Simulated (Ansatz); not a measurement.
# Scan of SiH₂, singlet

Starting geometry (PBE0/def2-TZVP stationary point for this spin, not checked as a minimum):

```xyz
3

Si    0.0000   -0.0715    0.0000
H     0.0000    0.9958   -1.0900
H     0.0000    0.9958    1.0900
```

From there the angle named below is changed in its plane at fixed bond lengths, both arms turning rigidly about the middle atom; atoms are numbered as listed. Energies are in eV, counted from the starting geometry at the same level.

Basis cc-pVDZ; Ansatz 0.2.0. Only valence electrons are correlated (noble-gas cores frozen). R marks a restricted (for open shells ROHF) determinant.

The determinant at some points fills πx and πy unequally, so it is a mixture of Σ and Δ, which weighs on every level built on one determinant.

Full CI is exact within this basis and frozen core; it isn't the basis-set limit.

```
angle H2-Si1-H3 (°)  RCCSD
               73.8  0.246
               84.2  0.047
               91.2  0.000
              107.9  0.158
              124.0  0.626
              140.1  1.350
              162.0  2.576
              180.0  3.181
```

Estimate the full CI curve in cc-pVDZ from this one, knowing how RCCSD errs.

The computed full CI values, in eV from the starting point, and the error of RCCSD against them:
```csv
angle H2-Si1-H3 (°),full CI,RCCSD less full CI
73.8,0.240,0.006
84.2,0.045,0.001
91.2,0.000,0.000
107.9,0.156,0.002
124.0,0.616,0.010
140.1,1.322,0.028
162.0,2.471,0.105
180.0,2.941,0.240
```

Full CI's occupations show more than one leading determinant at 162.0, 180.0.

The error spans 0.240 eV and is largest, 0.240 eV, at 180.0 °.
